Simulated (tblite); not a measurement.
C5H6S.
Z-matrix (Å and degrees, GFN2-xTB geometry), rows numbered from 1:
```
C 
C   1  1.3349
C   2  1.4325  1  123.27
C   3  1.3538  2  123.72  1   180.00
C   4  1.4154  3  123.19  2  -180.00
S   5  1.6351  4  123.66  3   179.98
H   1  1.0762  2  121.99  3  -179.98
H   1  1.0779  2  121.46  3     0.01
H   2  1.0822  1  120.16  3   179.97
H   3  1.0832  2  116.92  1    -0.03
H   4  1.0821  3  120.11  2    -0.03
H   5  1.0866  4  117.62  3    -0.04
```

Computed with GFN2-xTB (tblite): harmonic, unscaled wavenumbers at the GFN2-xTB geometry, gas phase. This tight-binding method is rough: wavenumbers can miss measured ones by several per cent, in bad cases by 10 to 20. One conformer, not necessarily the lowest.

Harmonic wavenumbers (cm⁻¹): 73.9, 128.4, 192.2, 243.2, 308.0, 406.4, 516.5, 614.1, 795.5, 819.8, 892.3, 948.8, 970.3, 1019.4, 1028.1, 1160.1, 1197.9, 1223.1, 1266.7, 1279.2, 1335.2, 1406.8, 1572.3, 1634.0, 2978.9, 3050.4, 3065.2, 3075.1, 3102.0, 3137.1.

A = 27235, B = 930.0, C = 899.3 MHz; mass 98.019 u (most abundant isotopes); point group Cs, symmetry number 1.

Q: What is the zero-point energy?

A: ½Σν̃ = 19720 cm⁻¹ = 56.38 kcal/mol.

Q: What is S at 200 K and 1 bar for an ideal gas of classical rigid rotors and harmonic oscillators?

A: Translation 37.70, rotation 25.86, vibration 9.83: S = 73.4 cal/(mol K).

Q: And Cp and H(200 K) − H(0)?

A: Cp = 19.54 cal/(mol K), of which vibrations give 11.59 (their classical limit is 30 R = 59.6); H(200 K) − H(0) = 2.73 kcal/mol without the zero-point energy, 1.14 from vibrations.

Q: How do the functions run with temperature in this model?

A: 
```
T (K)  S (cal/(mol K))  Cp (cal/(mol K))  H − H(0) (kcal/mol)  G − H(0) (kcal/mol)  ln q(vib)
  100             62.0              13.9                 1.05                -5.15       0.71
  300             82.4              25.5                 4.98               -19.75       3.53
  500             98.2              36.6                11.25               -37.86       6.45
  800            117.9              47.1                23.97               -70.39      10.75
 1000            129.0              51.6                33.87               -95.10      13.44
```

q(vib) and H(0) count from the zero-point level.

Q: What must be added to the electronic energy to get the Gibbs energy at 200 K and 1 bar?

A: ZPE + [H(200 K) − H(0)] − T·S = 56.38 + 2.73 − 14.68 = 44.43 kcal/mol.

Q: Which modes carry the vibrational entropy at 200 K?

A: 73.9 cm⁻¹: 3.27; 128.4 cm⁻¹: 2.21; 192.2 cm⁻¹: 1.49; 243.2 cm⁻¹: 1.11; 308.0 cm⁻¹: 0.77; 406.4 cm⁻¹: 0.44 cal/(mol K); the other 24 give 0.54 together.

Q: Blend soft modes into free rotors: weight 1/[1 + (100 cm⁻¹/ν̃)⁴] for the oscillator and the rest for a rotor with moment μB/(μ + B), μ = h/(8π²ν), B = 10⁻⁴⁴ kg m². What vibrational entropy results?

A: 9.49 cal/(mol K) in place of 9.83, which changes −T·S at 200 K by +0.07 kcal/mol.

Hindered rotation and anharmonicity are outside this model. Other conformers, if any are populated, would add a mixing term that is left out.
